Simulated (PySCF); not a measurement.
Identify the unknown among the candidates.

All candidates are C5H7P.

| technique | computed result |
| --- | --- |
| Triplet | lowest triplet excitation (Tamm–Dancoff): 2.93 eV [TDA PBE0/def2-SVPD] |
| XPS | P2p3/2 136.3, C1s 289.6, C1s 290.0, C1s 290.0, C1s 290.2, C1s 290.7, P1s 2149.9 eV [ΔSCF SCAN, pcX-2 on the ionised atom, pcseg-1 elsewhere, spin-free X2C, 2p3/2 from a spin–orbit splitting computed afterwards within the 2p shell] |
| NMR, other nuclei | isotropic shieldings of nuclei other than C and H, by class: 387 (1 P) ppm [GIAO PBE0/pcSseg-1] |
| 13C NMR | chemical shifts (computed TMS as zero) by class: 159.5 (1 C), 147.9 (1 C), 142.7 (1 C), 138.2 (1 C), 21.2 (1 C) ppm [GIAO PBE0/pcSseg-1] |
| Polarisability | 80.8 au [PBE0/def2-SVPD] |
| Rotational structure | rotational constants A, B, C: 4.890, 3.015, 1.914 GHz [GFN2-xTB] |

Electronic properties: PySCF, gas phase, density fitting. Levels stand in brackets. Geometry: GFN2-xTB; no solvent, vibrations or thermal averaging. NMR values are class means; diastereotopic atoms form classes of their own.

**Question.** Which candidate is it?
A. `CC#C/P=C/C`
B. `C=C=PC1CC1`
C. `Cc1ccc[pH]1`

**Answer.** C. It is `Cc1ccc[pH]1`. Numbering: `[CH3:1][c:2]1[cH:3][cH:4][cH:5][pH:6]1`. 5 carbons fall into 5 classes; from least to most shielded: unsaturated ring carbon [C2] (159.5 ppm), unsaturated ring CH carbon [C4] (147.9 ppm), unsaturated ring CH carbon [C3] (142.7 ppm), unsaturated ring CH carbon [C5] (138.2 ppm), carbon bonded to C and 3 H [C1] (21.2 ppm). The other shieldings belong to: 387 ppm, ring phosphorus [P6]. The core levels belong to: P2p3/2 136.3 eV, ring phosphorus [P6]; C1s 289.6 eV, unsaturated ring CH carbon [C5]; C1s 290.0 eV, unsaturated ring carbon [C2]; C1s 290.0 eV, unsaturated ring CH carbon [C3]; C1s 290.2 eV, unsaturated ring CH carbon [C4]; C1s 290.7 eV, carbon bonded to C and 3 H [C1]; P1s 2149.9 eV, ring phosphorus [P6]. The hole state at 290.0 eV has ⟨S²⟩ = 0.85 against 0.75, so that value is less sure. The hole state at 290.2 eV has ⟨S²⟩ = 0.84 against 0.75, so that value is less sure. By its constants the optimised geometry is an asymmetric top.

The others, at the same levels:
- `C=C=PC1CC1` fails: it has 4 carbon classes against 5; its computed 13C shifts are 269.1 (1 C), 98.9 (1 C), 17.4 (1 C), 6.8 (2 C) ppm, rotational constant A is 8.166 GHz (against 4.890 GHz) and smallest rotational constant is 1.440 GHz (against 1.914 GHz).
- `CC#C/P=C/C` fails: its computed 13C shifts are 217.4 (1 C), 116.7 (1 C), 89.1 (1 C), 26.2 (1 C), 6.7 (1 C) ppm, rotational constant A is 10.834 GHz (against 4.890 GHz) and smallest rotational constant is 1.030 GHz (against 1.914 GHz).

Each candidate is one conformer, not necessarily the lowest. The conformers computed, where there is a choice (atom-mapped SMILES and torsion angles):
- `[CH2:1]=[C:2]=[P:3][CH:4]1[CH2:5][CH2:6]1`: C2–P3–C4–C5 146°
